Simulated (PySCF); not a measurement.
**Be: ionisation energy**

Be [He] 2s2 (1S) → Be⁺ [He] 2s1 (2S), as a difference of total energies. All numbers are calculated (PySCF 2.14, the spin-free X2C one-electron Hamiltonian (Gaussian nucleus), in aug-cc-pCVTZ-DK with one added diffuse shell each of s, p, d, f type (8s7p5d3f, 75 functions)). Correlated levels: valence: 1s2 frozen; valence and next inner shell: nothing frozen. The calculations carry no spin-orbit coupling.

```tsv
method	ionisation energy (eV)	error (eV)
UHF	8.044	-1.279
LDA	9.027	-0.296
PBE	9.001	-0.322
PBE0	8.975	-0.348
r2SCAN	8.793	-0.530
HSE06	8.970	-0.353
M06-L	8.911	-0.412
LC-wPBE	9.029	-0.294
TPSS	9.071	-0.252
MP2 (valence)	8.827	-0.496
SCS-MP2 (valence)	8.983	-0.340
MP2 (valence and next inner shell)	8.857	-0.466
SCS-MP2 (valence and next inner shell)	9.009	-0.314
```

Reference: 9.323 eV (measured; NIST Atomic Spectra Database, ionization energies).

Errors of the correlated levels include the incompleteness of this basis and the frozen core.

MP2 underrates the near-degeneracy of ns² with np² in the lower species.
